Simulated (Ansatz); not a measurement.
Geometry optimisation, Ansatz, UKS B3LYP-D4/def2-SVP.

Input:

```yaml
crystal:
  periodic: [false, false, false]
  atoms:
    - { symbol: H, position_ang: [-0.175946, -0.295638, 0.32095] }
    - { symbol: C, position_ang: [1.231078, 1.112352, -0.967542] }
    - { symbol: C, position_ang: [-0.944481, -0.897933, 0.803032] }
    - { symbol: F, position_ang: [-2.12714, -0.778927, 0.11075] }
    - { symbol: H, position_ang: [1.463823, 1.731966, -0.100471] }
    - { symbol: H, position_ang: [1.882592, 0.278424, -1.232167] }
    - { symbol: H, position_ang: [0.37264, 1.353349, -1.594915] }
    - { symbol: H, position_ang: [-1.080235, -0.55029, 1.841735] }
    - { symbol: H, position_ang: [-0.622431, -1.953504, 0.818528] }
magnetization:
  spin_polarized: true
  initial_magnetization: 1
basis:
  gaussian: { orbitals: def2-SVP }
hamiltonian:
  xc: b3lyp
  dispersion: d4
relax:
  f_tol: 0.03
  max_steps: 50
output:
  orbitals: {}
```

Launched with:

```bash
$ ansatz run input.yaml --threads 2 --pin off --max-ram 3072MiB --backend cpu --events-out ev --progress --plain --runs-dir out
```

Question: Where does it end, and by what steps?

Answer: The run converged. The force dipped under the threshold on the way, but the program's further checks kept it going. After 23 steps the energy has fallen by 0.100 eV; H1 moved furthest, 0.84 Å.

| step | energy less start (eV) | largest force component (eV/Å) | accepted |
| --- | --- | --- | --- |
| 0 | 0.0000 | 0.401 | yes |
| 1 | 0.0196 | 0.726 | no |
| 2 | -0.0060 | 0.326 | yes |
| 3 | -0.0157 | 0.143 | yes |
| 4 | -0.0153 | 0.504 | no |
| 5 | -0.0204 | 0.091 | yes |
| 6 | -0.0262 | 0.135 | yes |
| 7 | -0.0340 | 0.293 | yes |
| 8 | -0.0552 | 0.256 | yes |
| 9 | -0.0540 | 0.791 | no |
| 10 | -0.0697 | 0.157 | yes |
| 11 | -0.0812 | 0.215 | yes |
| 12 | -0.0769 | 0.328 | no |
| 13 | -0.0878 | 0.153 | yes |
| 14 | -0.0945 | 0.028 | yes |
| 15 | -0.0879 | 0.407 | no |
| 16 | -0.0969 | 0.085 | yes |
| 17 | -0.0982 | 0.157 | yes |
| 18 | -0.0985 | 0.125 | yes |
| 19 | -0.0985 | 0.145 | no |
| 20 | -0.0993 | 0.042 | yes |
| 21 | -0.0991 | 0.116 | no |
| 22 | -0.0999 | 0.031 | yes |
| 23 | -0.0999 | 0.016 | yes |

```xyz
9
Properties=species:S:1:pos:R:3
H 0.072 -0.728 1.002
C 1.270 1.205 -1.085
C -0.994 -0.994 0.916
F -1.544 -0.349 -0.172
H 1.552 2.139 -0.596
H 2.003 0.679 -1.699
H 0.255 0.818 -0.987
H -1.524 -0.686 1.834
H -1.091 -2.085 0.787
```

Time of the run: 14 s on 2 threads of AMD EPYC 9R45 (Zen 5), with other jobs on the host, peak memory 0.17 GiB.
